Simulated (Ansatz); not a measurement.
A made-up structure of CH$_{6}$NSi (charge +1), singlet:

```
9
angstrom
C -0.8015 0.7980 -0.8199
Si 0.5680 -0.2231 -0.2076
N 0.5615 -0.8737 1.3002
H -1.2158 0.3405 -1.7255
H -0.4174 1.7840 -1.1049
H -1.5928 0.9166 -0.0782
H 1.7669 -0.5435 -0.9942
H 1.4415 -1.3320 -0.0538
H -0.1852 -0.7531 1.9722
```

It is relaxed with PBE-D4/def2-SVP and then PBE0-D4/def2-TZVP (Ansatz 0.2.0). Atoms count as bonded within 1.22 times the sum of their covalent radii (H–H: 0.88 Å). The end point is not checked to be a true minimum.

Problem. Does its bonding change? (A judgement: the text doesn't fix the answer.)

Solution. Computed: Yes. Formed: N3–H8; broken: Si2–H8.

Where it ends: The first stage lowers the energy by 5.31 eV in 12 steps. It ends as CH₆NSi ([CH3][SiH][NH2]), total charge +1:
```
9
angstrom
C -0.8454 0.8786 -0.8708
Si 0.5718 -0.1746 -0.4522
N 0.6633 -0.9855 0.9727
H -1.3139 0.5043 -1.7882
H -0.4909 1.8937 -1.0823
H -1.5876 0.9114 -0.0717
H 1.7261 -0.3831 -1.3371
H 1.4454 -1.5779 1.2220
H -0.0437 -0.9533 1.6959
```

Labels in which every atom is bracketed show which atoms are joined, not bond orders.

For scale, one of the runs: PBE0-D4/def2-TZVP relaxation, 135 basis functions, launched by `ansatz run in.yaml --threads 2 --pin off --events-out ev --progress --plain --max-ram 4352MiB`. The run took about 12 s on 2 CPU threads of an Arm Neoverse V2 (shared host).
